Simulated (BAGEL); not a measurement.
# MgCl2 (SMILES [Cl][Mg][Cl]) at RI-MP2/def2-TZVPP (density fitting with qzvpp-jkfit)

Aim: the energy change on altering one bond length of MgCl2 at RI-MP2/def2-TZVPP (density fitting with qzvpp-jkfit), from 2 runs. 

The results are computed with BAGEL 1.2.2.

1 further run of the same task is left out (set aside as unsound or not needed).

## Step 1: Starting point

MgCl2: 3 atoms, total charge 0, spin state singlet. SMILES: `[Cl][Mg][Cl]`. The shape comes from GFN2-xTB, which is rough for such elements, and wasn't checked as a minimum.

Bond lengths: Mg1–Cl2 2.121 Å, Mg1–Cl3 2.119 Å. Angles: Cl2–Mg1–Cl3 178.9°.

## Step 2: The energy at RI-MP2/def2-TZVPP (density fitting with qzvpp-jkfit)

File job.json:

```json
{ "bagel": [

{
  "title": "molecule",
  "basis": "tzvpp",
  "df_basis": "qzvpp-jkfit",
  "angstrom": true,
  "geometry": [
    { "atom": "Mg", "xyz": [      -0.012090,      -0.006970,      -0.000690 ] },
    { "atom": "Cl", "xyz": [      -0.010090,      -0.016320,       2.119970 ] },
    { "atom": "Cl", "xyz": [       0.022170,       0.023290,      -2.119290 ] }
  ]
},

{ "title": "hf" },

{ "title": "mp2", "ncore": 11 }

]}
```

The run is started by

```sh
$ BAGEL_NUM_THREADS=1 BAGEL job.json > job.out
```

Log:

```text
* using 1 threads per process

  ===============================================================
  ===============================================================

  *** Geometry ***

  { "atom" : "Mg", "xyz" : [     -0.022847,     -0.013171,     -0.001304 ] },
  { "atom" : "Cl", "xyz" : [     -0.019067,     -0.030840,      4.006163 ] },
  { "atom" : "Cl", "xyz" : [      0.041895,      0.044012,     -4.004878 ] },

  Number of auxiliary basis functions:      368

  Since a DF basis is specified, we compute 2- and 3-index integrals:
    o Being stored without compression. Storage requirement is 0.040 GB

  Number of basis functions:      116
  Number of electrons      :       46

    * METHOD: MOLECULE                             0.16

  *** RHF ***

  === Nuclear Repulsion ===
   137.9196756660

      * DIIS with orbital gradients will be used.

  === RHF iteration (tzvpp) ===
      0      -1118.72865050          0.00862047           0.06
      1      -1118.78816296          0.00366317           0.06
      2      -1118.79795678          0.00041347           0.06
      3      -1118.79822582          0.00012314           0.06
      4      -1118.79825503          0.00003322           0.06
      5      -1118.79825704          0.00000860           0.06
      6      -1118.79825714          0.00000161           0.06
      7      -1118.79825715          0.00000046           0.06
      8      -1118.79825715          0.00000014           0.06
      9      -1118.79825715          0.00000003           0.06
     10      -1118.79825715          0.00000001           0.06
    * SCF iteration converged.

    * Permanent dipole moment:
           (    0.038078,     0.021953,     0.003172) a.u.

    * METHOD: HF                                   0.82

  *** RHF ***

  === Nuclear Repulsion ===
   137.9196756660

      * DIIS with orbital gradients will be used.

  === RHF iteration (tzvpp) ===
      0      -1118.79825715          0.00000000           0.06
    * SCF iteration converged.

    * Permanent dipole moment:
           (    0.038078,     0.021953,     0.003172) a.u.

  === DF-MP2 calculation ===

    * freezing 11 orbitals
    * 3-index integral transformation done
    * assembly done

      MP2 correlation energy:   -0.5669555098      0.04

      MP2 total energy:       -1119.3652126575

    * METHOD: MP2                                  0.18

  ===============================================================
```

Run time: 1.3 s. Hardware: 1 thread of Arm Neoverse V1, shared host; peak memory 0.12 GiB.

## Step 3: The distorted shape

File mp2.json:

```json
{ "bagel": [

{
  "title": "molecule",
  "basis": "tzvpp",
  "df_basis": "qzvpp-jkfit",
  "angstrom": true,
  "geometry": [
    { "atom": "Mg", "xyz": [   -0.022368,   -0.016048,    0.634869 ] },
    { "atom": "Cl", "xyz": [   -0.020368,   -0.025398,    2.755529 ] },
    { "atom": "Cl", "xyz": [    0.022170,    0.023290,   -2.119290 ] }
  ]
},
{
  "title": "hf",
  "charge": 0
},
{
  "title": "mp2",
  "charge": 0,
  "ncore": 11
}

]}
```

The run is started by

```sh
$ BAGEL_NUM_THREADS=1 BAGEL mp2.json > mp2.out
```

Log:

```text
* using 1 threads per process

  ===============================================================
  ===============================================================

  *** Geometry ***

  { "atom" : "Mg", "xyz" : [     -0.042269,     -0.030326,      1.199729 ] },
  { "atom" : "Cl", "xyz" : [     -0.038490,     -0.047995,      5.207195 ] },
  { "atom" : "Cl", "xyz" : [      0.041895,      0.044012,     -4.004878 ] },

  Number of auxiliary basis functions:      368

  Since a DF basis is specified, we compute 2- and 3-index integrals:
    o Being stored without compression. Storage requirement is 0.040 GB

  Number of basis functions:      116
  Number of electrons      :       46

    * METHOD: MOLECULE                             0.16

  *** RHF ***

  === Nuclear Repulsion ===
   121.4605062788

      * DIIS with orbital gradients will be used.

  === RHF iteration (tzvpp) ===
      0      -1118.66853901          0.00929353           0.07
      1      -1118.74125784          0.00439235           0.07
      2      -1118.75729292          0.00043818           0.07
      3      -1118.75758874          0.00013200           0.07
      4      -1118.75762314          0.00004043           0.06
      5      -1118.75762600          0.00001155           0.07
      6      -1118.75762630          0.00000300           0.07
      7      -1118.75762631          0.00000099           0.07
      8      -1118.75762632          0.00000034           0.07
      9      -1118.75762632          0.00000008           0.07
     10      -1118.75762632          0.00000003           0.06
     11      -1118.75762632          0.00000001           0.07
     12      -1118.75762632          0.00000000           0.07
    * SCF iteration converged.

    * Permanent dipole moment:
           (    0.055705,     0.037916,    -1.166312) a.u.

    * METHOD: HF                                   0.99

  *** RHF ***

  === Nuclear Repulsion ===
   121.4605062788

      * DIIS with orbital gradients will be used.

  === RHF iteration (tzvpp) ===
      0      -1118.75762632          0.00000000           0.06
    * SCF iteration converged.

    * Permanent dipole moment:
           (    0.055705,     0.037916,    -1.166311) a.u.

  === DF-MP2 calculation ===

    * freezing 11 orbitals
    * 3-index integral transformation done
    * assembly done

      MP2 correlation energy:   -0.5672441507      0.05

      MP2 total energy:       -1119.3248704666

    * METHOD: MP2                                  0.19

  ===============================================================
```

Run time: 1.5 s. Hardware: 1 thread of Arm Neoverse V1, shared host; peak memory 0.12 GiB.

## Step 4: Outcome

Level: RI-MP2/def2-TZVPP (density fitting with qzvpp-jkfit), 11 core orbitals frozen.

```
                                                           quantity           value
                                          first shape: total energy  -1119.36521 Eh
          first shape: correlation energy (11 core orbitals frozen)      -567.0 mEh
                                      distorted shape: total energy  -1119.32487 Eh
      distorted shape: correlation energy (11 core orbitals frozen)      -567.2 mEh
energy change with the Mg1–Cl3 bond stretched from 2.119 to 2.755 Å        1.098 eV
```

What this shows: With the Mg1–Cl3 bond stretched from 2.119 to 2.755 Å the energy rises by 1.10 eV (25 kcal/mol). The first shape isn't relaxed at this level, so the change isn't measured from a minimum.
